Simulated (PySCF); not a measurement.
C₄H₁₀N₂.
Atom-mapped SMILES: `[CH3:1][N:2]1[CH2:3][CH2:4][CH2:5][NH:6]1`

Cartesian coordinates in Å at the GFN2-xTB level; atoms count from 1:
```
atom  x, y, z in Å
C1     1.8026   -0.4766    0.1091
N2     0.8590    0.4593   -0.4744
C3    -0.0006    1.1104    0.5144
C4    -1.2433    0.2064    0.6683
C5    -1.1450   -0.7191   -0.5646
N6    -0.0197   -0.2191   -1.3621
H7     1.3412   -1.1961    0.7968
H8     2.2744   -1.0201   -0.7061
H9     2.5621    0.0906    0.6452
H10    0.5357    1.2638    1.4491
H11   -0.2879    2.0865    0.1106
H12   -2.1606    0.7926    0.6645
H13   -1.2065   -0.3649    1.5944
H14   -2.0558   -0.7340   -1.1612
H15   -0.9148   -1.7453   -0.2648
H16   -0.3486    0.4746   -2.0308
```

Probes without a nucleus sit at each ring's centroid and 1 Å off its mean plane on both sides; NICS is minus the shielding there, NICSzz its component along the normal. Level: GIAO PBE0/pcSseg-1 (PySCF, non-relativistic, gas phase) on the GFN2-xTB geometry, one conformer.

Ring bond lengths (Å), with Mayer bond orders in brackets: N2–C3 1.463 (0.95), C3–C4 1.544 (1.01), C4–C5 1.545 (1.01), C5–N6 1.467 (0.97), N6–N2 1.421 (1.00).

Question: What do the NICS probes read (ppm)?

Answer: 
```tsv
ring	type	NICS(0)	NICS(1), two faces	NICS(1)zz, two faces	rms pucker (Å)	centre to ring atoms, mean (Å)
N2–C3–C4–C5–N6	5-membered ring with 2 N; formal bonds all single	-7.8	-4.2 / -4.5	-9.8 / -10.5	0.14	1.25
```

Question: What do they say, and how far can they be read as aromaticity?

Answer: 
- N2–C3–C4–C5–N6: mean NICS(1)zz -10.1 ppm, shielded. C3, C4, C5 have four or more neighbours, and the NICS criterion for π rings isn't applied.

Question: What is the mean of the two in-plane components of NICS at the first NICS(1) probe listed for ring N2–C3–C4–C5–N6, 1 Å off the ring?

Answer: The isotropic value is a third of the trace: (3 × -4.2 − (-9.8))/2 = -1.4 ppm.

Question: Give the inner angles of the rings and the Hirshfeld charges of the ring atoms.

Answer: 
- N2–C3–C4–C5–N6: N2 105.7° (-0.073 e), C3 106.2° (-0.036 e), C4 102.7° (-0.084 e), C5 106.2° (-0.036 e), N6 107.3° (-0.132 e); sum 528.2° against 540° for a flat convex ring.

Question: How shielded are the nuclei of the rings and their hydrogens (means over atoms taken as equivalent)?

Answer: 
| atoms | environment | σ isotropic (ppm) | principal values of the symmetric part, first atom (ppm) |
| --- | --- | --- | --- |
| N2 | hydrazine nitrogen | 160.1 | 84.9, 151.7, 243.6 |
| C3 | sp3 carbon bound to nitrogen | 129.3 | 94.6, 119.9, 173.5 |
| C4 | ring CH2 carbon | 158.6 | 117.4, 175.1, 183.3 |
| C5 | sp3 carbon bound to nitrogen | 139.7 | 94.7, 149.5, 175.0 |
| N6 | hydrazine nitrogen | 145.0 | 72.1, 132.3, 230.6 |
| H10 (×2) | methylene hydrogen | 28.96 | 24.5, 27.5, 34.7 |
| H12 (×2) | methylene hydrogen | 29.82 | 24.9, 27.8, 37.4 |
| H14 (×2) | methylene hydrogen | 28.69 | 24.1, 27.2, 35.4 |
| H16 | N–H hydrogen | 28.87 | 19.8, 28.0, 38.8 |
